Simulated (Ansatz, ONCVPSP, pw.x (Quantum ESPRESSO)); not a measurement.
## pw.x on diamond Si: one setting changed

Potential: optimised norm-conserving Vanderbilt (ONCV), ONCVPSP 4.0.1.1 (patched build), PBE; core [Ne], reference 3s2 3p2; waves: 3s: rc 1.50 bohr, ncon 4, nbas 9, qcut 4.2 1/bohr, 1 projector; 3p: rc 2.30 bohr, ncon 4, nbas 9, qcut 3 1/bohr, 1 projector; d scattering state at 0.37 Ha: rc 2.50 bohr, ncon 3, nbas 6, qcut 3.7 1/bohr, 3 projectors, debl 1.3 Ha; local part: polynomial inside 1.50 bohr (lpopt 4, dvloc0 -2 Ha); core correction: polynomial model core, fcfact 0.4.

The reference run (k-mesh 8³, cutoffs 50/200 Ry, Fermi–Dirac 0.01 Ry, mixing_beta 0.4, conv_thr 1e-9, no spin) gives -1.04 GPa at 20.463 Å³/atom, where all-electron LAPW gives -0.05 GPa. This run, with its own iteration cap, changes diagonalization to paro.

```
&control
  calculation='scf', prefix='x', pseudo_dir='./', outdir='./tmp', tstress=.true., disk_io='none'
/
&system
  ibrav=0, nat=2, ntyp=1, ecutwfc=50, ecutrho=200, nbnd=11,
  occupations='smearing', smearing='fd', degauss=0.01
/
&electrons
  conv_thr=1e-09, mixing_beta=0.4, electron_maxstep=70, diagonalization='paro'
/
ATOMIC_SPECIES
Si 1.0 Si.UPF
CELL_PARAMETERS angstrom
  0.00000000 2.73520428 2.73520428
  2.73520428 0.00000000 2.73520428
  2.73520428 2.73520428 0.00000000
ATOMIC_POSITIONS crystal
Si 0.0000 0.0000 0.0000
Si 0.2500 0.2500 0.2500
K_POINTS automatic
8 8 8 0 0 0
```

```bash
pw.x < Si.scf.in > Si.scf.out
```

Question: How does the run end?

Answer: It converges in 7 iterations; the free energy moves by +0.0 meV/atom and the pressure by +0.00 GPa. The result is that of the reference run.

```
Message from routine setup:
     using ibrav=0 with symmetry is DISCOURAGED, use correct ibrav instead
     lattice parameter (alat)  =       7.3098  a.u.
     unit-cell volume          =     276.1823 (a.u.)^3
     number of electrons       =         8.00
     number of Kohn-Sham states=           11
     kinetic-energy cutoff     =      50.0000  Ry
     charge density cutoff     =     200.0000  Ry
     scf convergence threshold =      1.0E-09
     Exchange-correlation= PBE
     number of k points=    29  Fermi-Dirac smearing, width (Ry)=  0.0100
     iteration #  1     ecut=    50.00 Ry     beta= 0.40
     total energy              =     -20.87824774 Ry
     estimated scf accuracy    <       0.05639875 Ry
     iteration #  2     ecut=    50.00 Ry     beta= 0.40
     total energy              =     -20.87543368 Ry
     estimated scf accuracy    <       0.01600863 Ry
     iteration #  3     ecut=    50.00 Ry     beta= 0.40
     total energy              =     -20.87606621 Ry
     estimated scf accuracy    <       0.00019105 Ry
     iteration #  4     ecut=    50.00 Ry     beta= 0.40
     total energy              =     -20.87608363 Ry
     estimated scf accuracy    <       0.00000105 Ry
     iteration #  5     ecut=    50.00 Ry     beta= 0.40
     total energy              =     -20.87608388 Ry
     estimated scf accuracy    <       0.00000014 Ry
     iteration #  6     ecut=    50.00 Ry     beta= 0.40
     total energy              =     -20.87608390 Ry
     estimated scf accuracy    <          2.4E-09 Ry
     iteration #  7     ecut=    50.00 Ry     beta= 0.40
     the Fermi energy is     6.2594 ev
!    total energy              =     -20.87608391 Ry
     estimated scf accuracy    <          4.0E-10 Ry
     smearing contrib. (-TS)   =      -0.00027067 Ry
     The total energy is F=E-TS. E is the sum of the following terms:
     one-electron contribution =       4.85391799 Ry
     hartree contribution      =       1.11699918 Ry
     xc contribution           =     -10.17187631 Ry
     ewald contribution        =     -16.67485410 Ry
     convergence has been achieved in   7 iterations
          total   stress  (Ry/bohr**3)                   (kbar)     P=      -10.37
     Message from routine punch:
     Nothing written, as per user request (disk_io='none')
```

The run took about 23 s on one core of a shared host (Neoverse-N1, 64 threads, 124 GiB, load 50).
